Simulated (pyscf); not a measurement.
`[CH4]` + `[SH][InH2]` → `[CH3][InH2]` + `[SH2]`, a four-centre exchange (singlet surface; C–H, In–S broken, C–In, H–S formed). PySCF, gas phase, ωB97X-D3(BJ)/def2-SVP geometries. Correlated levels are frozen-core, on RHF or UHF. ΔMP2 is the change of the MP2 total energy from the triple- to the quadruple-zeta basis. Energies in kJ/mol from the separated reactants.

Small-basis levels: PySCF, no dispersion term, spherical d functions. AM1 to PM7: differences of heats of formation from MOPAC, which are fitted to 298 K values and so differ in kind from electronic energies by zero-point and thermal terms. GFN2-xTB: tblite. Cost: rough CPU time at the saddle relative to B3LYP/6-31G*+LANL2DZ, from one job on a shared machine.

| level | barrier | reaction energy | cost |
|---|---|---|---|
| HF/6-31G*+LANL2DZ | 269.0 | +138.2 | 0.1 |
| PBE/6-31G*+LANL2DZ | 158.0 | +137.3 | 1 |
| B3LYP/LANL2DZ | 195.4 | +145.3 | 0.7 |
| B3LYP/6-31G*+LANL2DZ | 194.0 | +136.7 | 1 |
| B3LYP/def2-SVP | 185.7 | +135.8 | 2 |
| GFN2-xTB | 180.9 | +149.5 | under 0.02 |
| AM1 | (withheld) | +85.0 | under 0.02 |
| PM3 | (withheld) | +100.4 | under 0.02 |
| PM6 | 185.1 | +89.4 | under 0.02 |
| CCSD(T)/def2-TZVPP + ΔMP2(QZVPP) | (withheld) | +127.8 | – |

Problem. Some entries are withheld; supply them.

Solution. 
- AM1, barrier: 84.2
- PM3, barrier: 52.7
- CCSD(T)/def2-TZVPP + ΔMP2(QZVPP), barrier: 174.7

Against the last row the barrier runs from -122.0 (PM3) to +94.3 kJ/mol (HF/6-31G*+LANL2DZ). At AM1, PM3 this geometry lies under one side, so the entry may be no barrier of that level: it is a single point on another level's saddle. CCSD(T)/def2-TZVPP + ΔMP2(QZVPP) has limits of its own. On the product side the descent ends in an adduct with a In–S contact, 52.5 kJ/mol under the separated species and 88.6 kJ/mol under the saddle at ωB97X-D3(BJ)/def2-TZVP. What is counted as broken (In–S) persists as a longer contact in the product adduct; parting that adduct is a step of its own. One saddle was located; it need not be the lowest between these sides. The CCSD(T) − MP2 part came from Ansatz, without density fitting, on the same reference. The frozen core leaves the outer d or s,p core shells of the metals and heavy elements correlated in the MP2 and CC values, and def2-TZVPP describes them poorly, which can shift differences by a few kcal/mol. In the def2 sets elements past Kr carry core potentials, without spin-orbit coupling.
